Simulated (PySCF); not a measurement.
# From computed data to an observable: chemical shift, span and skew from a shielding tensor

CH3O, SMILES C[O] (connectivity only; charge and spin as stated), charge -1, multiplicity 1. Atoms are numbered in the order given.

```xyz
5

C      0.0000     0.0000     0.5430
O      0.0000     0.0000    -0.7943
H      0.8876    -0.5125     1.0321
H      0.0000     1.0249     1.0321
H     -0.8876    -0.5125     1.0321
```
Charge -1, spin multiplicity 1.

Geometry: B3LYP-D3(BJ)/def2-TZVPD. The multiplicity is an assumed one; other spin states were not compared. The isomer is the one that the SMILES or the coordinates give; other isomers of the formula were not compared.

GIAO shieldings from PBE/pcSseg-2 in PySCF, non-relativistic, no solvent. The symmetric part of the tensor of C1 has the principal values 60.3, 60.3, 184.4 ppm. The same nucleus in TMS has σ = 181.4 ppm at this level (PySCF, at its B3LYP-D3(BJ)/def2-TZVP geometry).

### Question
Work out the isotropic shielding, the ¹³C shift against TMS, the span and the skew.

### Answer

σ(iso) = (σ11 + σ22 + σ33)/3 = 101.7 ppm. δ = σ(ref) − σ(iso) = 181.4 − (101.7) = 79.7 ppm.
Span Ω = σ33 − σ11 = 124.1 ppm. Skew κ = 3(σ(iso) − σ22)/Ω = 1.00, an axial tensor. Tumbling in solution averages the tensor to δ; in a static solid the shielding alone would spread this spin-1/2 line over Ω.
